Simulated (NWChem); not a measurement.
The numbers come from NWChem runs, not from measurements. System: allene (C3H4), charge 0, spin multiplicity 1, at a geometry optimised with PBE0/def2-SVP. Level: CCSD(T)/3-21G, 3 core orbitals frozen.

Output (cleaned and shortened):

```
             Northwest Computational Chemistry Package (NWChem) 7.3.0
             --------------------------------------------------------

                                NWChem Input Module
                                -------------------

 Scaling coordinates for geometry "geometry" by  1.889725989
 (inverse scale =  0.529177249)

 Turning off AUTOSYM since
 SYMMETRY directive was detected!

                             Geometry "geometry" -> ""
                             -------------------------

 Output coordinates in angstroms (scale by  1.889725989 to convert to a.u.)

  No.       Tag          Charge          X              Y              Z
 ---- ---------------- ---------- -------------- -------------- --------------
    1 C                    6.0000     0.00000000     0.00000000     1.30776200
    2 C                    6.0000     0.00000000     0.00000000     0.00000000
    3 C                    6.0000     0.00000000     0.00000000    -1.30776200
    4 H                    1.0000     0.00000000    -0.93675100     1.87488000
    5 H                    1.0000     0.00000000     0.93675100     1.87488000
    6 H                    1.0000     0.93675100     0.00000000    -1.87488000
    7 H                    1.0000    -0.93675100     0.00000000    -1.87488000

 Effective nuclear repulsion energy (a.u.)      59.0007399211

            Nuclear Dipole moment (a.u.)
            ----------------------------
        X                 Y               Z
 ---------------- ---------------- ----------------
     0.0000000000     0.0000000000     0.0000000000

      Symmetry information
      --------------------

 Group name             C2v
 Group number             16
 Group order               4
 No. of unique centers     5

      Symmetry unique atoms

     1    2    3    4    6


 Summary of "ao basis" -> "" (spherical)
 ------------------------------------------------------------------------------
       Tag                 Description            Shells   Functions and Types
 ---------------- ------------------------------  ------  ---------------------
 *                           3-21g                    on all atoms

 Summary of "ao basis" -> "ao basis" (spherical)
 ------------------------------------------------------------------------------
       Tag                 Description            Shells   Functions and Types
 ---------------- ------------------------------  ------  ---------------------
 C                           3-21g                   5        9   3s2p
 H                           3-21g                   2        2   2s

                                 NWChem SCF Module
                                 -----------------

  ao basis        = "ao basis"
  functions       =    35
  atoms           =     7
  closed shells   =    11
  open shells     =     0
  charge          =   0.00
  wavefunction    = RHF
  use symmetry    = T
  symmetry adapt  = T

 Summary of "ao basis" -> "ao basis" (spherical)
 ------------------------------------------------------------------------------
       Tag                 Description            Shells   Functions and Types
 ---------------- ------------------------------  ------  ---------------------
 C                           3-21g                   5        9   3s2p
 H                           3-21g                   2        2   2s

      Symmetry analysis of basis
      --------------------------

        a1         19
        a2          0
        b1          8
        b2          8

 Forming initial guess at       0.0s

      Superposition of Atomic Density Guess
      -------------------------------------

 Sum of atomic energies:        -114.37608187

      Non-variational initial energy
      ------------------------------

 Total energy =    -116.083588
 1-e energy   =    -268.751886
 2-e energy   =      93.667559
 HOMO         =      -0.291446
 LUMO         =       0.047491

      Symmetry analysis of molecular orbitals - initial
      -------------------------------------------------

 !! scf_movecs_sym_adapt:   16 vectors were symmetry contaminated

  Symmetry fudging

 !! scf_movecs_sym_adapt:   16 vectors were symmetry contaminated

  Numbering of irreducible representations:
[...]
 total functions       35
 number of shells      23
 basis label          566

   ***** ccsd parameters *****
   iprt   =     0
   convi  =  0.100E-05
   maxit  =    60
   mxvec  =     5
 memory            104853988
  Using  1 OpenMP thread(s) in CCSD
  IO offset    20.000000000000000
  IO error message >End of File
  file_read_ga: failing reading from ./mol.t2
  Failed reading restart vector from ./mol.t2
  Using MP2 initial guess vector

-------------------------------------------------------------------------
 iter     correlation     delta       rms       T2     Non-T2      Main
             energy      energy      error      ampl     ampl      Block
                                                time     time      time
-------------------------------------------------------------------------
   1     -0.2805223383 -2.805D-01  5.098D-02     0.40     0.00     0.38
   2     -0.2908689296 -1.035D-02  3.115D-02     0.33     0.00     0.32
   3     -0.2949449697 -4.076D-03  9.346D-03     0.30     0.00     0.28
   4     -0.2971274891 -2.183D-03  2.717D-03     0.32     0.00     0.31
   5     -0.2973804454 -2.530D-04  7.806D-04     0.32     0.00     0.30
   6     -0.2974209875 -4.054D-05  1.791D-04     0.28     0.00     0.27
   7     -0.2974250078 -4.020D-06  8.291D-05     0.30     0.00     0.29
   8     -0.2974318599 -6.852D-06  2.856D-05     0.30     0.00     0.28
   9     -0.2974353187 -3.459D-06  3.843D-06     0.31     0.00     0.29
  10     -0.2974366779 -1.359D-06  3.374D-06     0.30     0.00     0.29
  11     -0.2974371337 -4.558D-07  1.353D-06     0.30     0.00     0.29
  12     -0.2974372987 -1.650D-07  2.964D-07     0.29     0.00     0.28
                  *************converged*************
-------------------------------------------------------------------------

 -----------
 CCSD Energy
 -----------
 Reference energy:            -115.217983760337702
 CCSD corr. energy:             -0.297437298672256
 Total CCSD energy:           -115.515421059009952

 --------------------------------
 Spin Component Scaled (SCS) CCSD
 --------------------------------
 Same spin contribution:                 -0.049600509443494
 Same spin scaling factor:                1.130000000000000
 Opposite spin contribution:             -0.247836789228762
 Opposite spin scaling fact.:             1.270000000000000
 SCS-CCSD correlation energy:            -0.370801297991676
 Total SCS-CCSD energy:                -115.588785058329378
 memory            104853988

*********triples calculation*********

nkpass=    1; nvpass=    1; memdrv=          32856; memtrn=         188176; memavail=      104853780
 memory available/node                      104853780
 total number of virtual orbitals        24
 number of virtuals per integral pass    24
 number of integral evaluations           1
 number of occupied per triples pass      8
 number of triples passes                 1

 commencing integral evaluation        1 at           3.95
  symmetry use  T
task         2 out of       276 done   0%  at       0.0 secs
task        14 out of       276 done   5%  at       0.0 secs
task        30 out of       276 done  10%  at       0.0 secs
task        47 out of       276 done  17%  at       0.0 secs
task        56 out of       276 done  20%  at       0.1 secs
task        69 out of       276 done  25%  at       0.1 secs
task        83 out of       276 done  30%  at       0.1 secs
task        97 out of       276 done  35%  at       0.1 secs
task       111 out of       276 done  40%  at       0.1 secs
task       125 out of       276 done  45%  at       0.1 secs
task       145 out of       276 done  52%  at       0.1 secs
task       155 out of       276 done  56%  at       0.1 secs
task       166 out of       276 done  60%  at       0.1 secs
task       182 out of       276 done  65%  at       0.1 secs
task       194 out of       276 done  70%  at       0.1 secs
task       207 out of       276 done  75%  at       0.1 secs
task       221 out of       276 done  80%  at       0.1 secs
task       235 out of       276 done  85%  at       0.1 secs
task       250 out of       276 done  90%  at       0.2 secs
task       264 out of       276 done  95%  at       0.2 secs
task       276 out of       276 done 100%  at       0.2 secs
 commencing triples evaluation - blocking       1
 ccsd(t): done        1 out of       24 progress:    4.2%
 ccsd(t): done        2 out of       24 progress:    8.3%
 ccsd(t): done        3 out of       24 progress:   12.5%
 ccsd(t): done        4 out of       24 progress:   16.7%
 ccsd(t): done        5 out of       24 progress:   20.8%
 ccsd(t): done        6 out of       24 progress:   25.0%
 ccsd(t): done        7 out of       24 progress:   29.2%
 ccsd(t): done        8 out of       24 progress:   33.3%
 ccsd(t): done        9 out of       24 progress:   37.5%
 ccsd(t): done       10 out of       24 progress:   41.7%
 ccsd(t): done       11 out of       24 progress:   45.8%
 ccsd(t): done       12 out of       24 progress:   50.0%
 ccsd(t): done       13 out of       24 progress:   54.2%
 ccsd(t): done       14 out of       24 progress:   58.3%
 ccsd(t): done       15 out of       24 progress:   62.5%
 ccsd(t): done       16 out of       24 progress:   66.7%
 ccsd(t): done       17 out of       24 progress:   70.8%
 ccsd(t): done       18 out of       24 progress:   75.0%
 ccsd(t): done       19 out of       24 progress:   79.2%
 ccsd(t): done       20 out of       24 progress:   83.3%
 ccsd(t): done       21 out of       24 progress:   87.5%
 ccsd(t): done       22 out of       24 progress:   91.7%
 ccsd(t): done       23 out of       24 progress:   95.8%
 ccsd(t): done       24 out of       24 progress:  100.0%
 Time for integral evaluation pass     1        0.17
 Time for triples evaluation pass      1        0.13

 pseudo-e(mp4)  -0.10442139619538E-01
 pseudo-e(mp5)   0.58454232809145E-03
        e(t)    -0.98575972914470E-02

 --------------
 CCSD(T) Energy
 --------------
 Reference energy:                    -115.217983760337702

 CCSD corr. energy:                     -0.297437298672256
 T(CCSD) corr. energy:                  -0.010442139619538
 Total CCSD+T(CCSD) energy:           -115.525863198629494

 CCSD corr. energy:                     -0.297437298672256
 (T) corr. energy:                      -0.009857597291447
 Total CCSD(T) energy:                -115.525278656301410

 routine      calls  cpu(0)   cpu-min  cpu-ave  cpu-max   i/o
 aoccsd          1     0.00     0.00     0.00     0.00    0.00
 iterdrv         1     0.00     0.00     0.00     0.00    0.00
 pampt          12     0.02     0.02     0.02     0.02    0.00
 t2pm           12     0.02     0.02     0.02     0.02    0.00
 sxy            12     0.11     0.11     0.11     0.11    0.00
 ints       900432     2.90     2.90     2.90     2.90    0.00
 t2eri        3312     0.23     0.23     0.23     0.23    0.00
 idx2         3312     0.15     0.15     0.15     0.15    0.00
 idx34          12     0.01     0.01     0.01     0.01    0.00
 ht2pm          12     0.03     0.03     0.03     0.03    0.00
 itm            12     0.10     0.10     0.10     0.10    0.00
 pdiis          12     0.00     0.00     0.00     0.00    0.00
 triples         1     0.00     0.00     0.00     0.00    0.00
 rdtrpo          1     0.00     0.00     0.00     0.00    0.00
 trpmos          1     0.17     0.17     0.17     0.17    0.00
 trpdrv          1     0.03     0.03     0.03     0.03    0.00
 dovvv       13824     0.03     0.03     0.03     0.03    0.00
 doooo       13824     0.01     0.01     0.01     0.01    0.00
 tengy       12288     0.04     0.04     0.04     0.04    0.00
 Total                 3.88     3.88     3.88     3.88    0.00

 Task  times  cpu:        4.4s     wall:        4.4s

 Total times  cpu:        4.4s     wall:        4.4s
```

Write an NWChem input that would produce this output.

This is not unique; one that fits is 
```
start mol
memory heap 100 mb stack 700 mb global 1900 mb
geometry units angstroms nocenter noautoz
  C      0.000000     0.000000     1.307762
  C      0.000000     0.000000    -0.000000
  C      0.000000     0.000000    -1.307762
  H      0.000000    -0.936751     1.874880
  H      0.000000     0.936751     1.874880
  H      0.936751     0.000000    -1.874880
  H     -0.936751     0.000000    -1.874880
  symmetry group C2v
end
basis spherical
  * library 3-21g
end
scf
  rhf
  nopen 0
  maxiter 100
  thresh 1e-7
  semidirect memsize 60000000 filesize 0
end
ccsd
  freeze core 3
  maxiter 60
end
task ccsd(t) energy
```
